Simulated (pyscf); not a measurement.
Cl–GeH₂–Cl (SMILES [Cl][GeH2][Cl]) + Cl• (SMILES [Cl]) -> Cl–Ge:–Cl (SMILES [Cl][Ge][Cl]) [singlet] + HCl (SMILES Cl) + H• (SMILES [H]), gas phase, doublet surface. Optimised with ωB97X-D3(BJ)/def2-SVP in PySCF. Correlated levels are frozen-core, on RHF or UHF. ΔMP2 is the change of the MP2 total energy from the triple- to the quadruple-zeta basis. ΔG in kcal/mol from CCSD(T)/def2-TZVPP + ΔMP2(QZVPP) energies (ideal gas, 1 atm, RRHO with modes under 100 cm⁻¹ raised to 100, one conformer, R ln 2 for chiral ones without a mode under 150 cm⁻¹).

```tsv
T (K)	ΔG
298	+4.9
600	-5.3
900	?
1200	-25.7
```

Problem. Fit a line to the three values, predict ΔG at 900 K, and estimate where the reaction turns favourable at 1 atm of each gas.

Solution. Least squares gives ΔG = +15.0 − 33.9 × T/1000 K, so ΔS is about +142 J/(mol K) and ΔH about +15.0 kcal/mol over this range (ΔH at 298 K: +14.7). At 900 K the line gives -15.5; the computed value is -15.5. ΔG = 0 falls near 440 K; 1 kcal/mol in the energy moves that by 29 K. This is thermodynamics alone and says nothing of the barrier. The CCSD(T) − MP2 part came from Ansatz, without density fitting, on the same reference. The frozen core leaves the outer d or s,p core shells of the metals and heavy elements correlated in the MP2 and CC values, and def2-TZVPP describes them poorly, which can shift differences by a few kcal/mol. Left out: orbital degeneracy and the spin-orbit lowering of Cl. Elements up to Kr have no core potential and no relativistic terms here.
